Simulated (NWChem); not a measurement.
Species: hydrogen isocyanide (CHN); SMILES [C-]#[NH+]

All runs: NWChem. All runs use the structure optimised with PBE0-D3(BJ)/def2-TZVP. Ions are spin-unrestricted doublets at the neutral geometry; other ion states weren't tried.

**Question.** Order these runs by computing time, cheapest first, and give rough ratios: PBE/cc-pVTZ; PBE/cc-pVQZ; PBE/cc-pVDZ.

**Answer.** PBE/cc-pVDZ (1), PBE/cc-pVTZ (3), PBE/cc-pVQZ (20). Ratios are rough, from one shared machine; the cheapest took very roughly 2.7 core-seconds. What differs between the cheapest and the dearest: −ε(HOMO) (eV) 7.13 → 7.51.
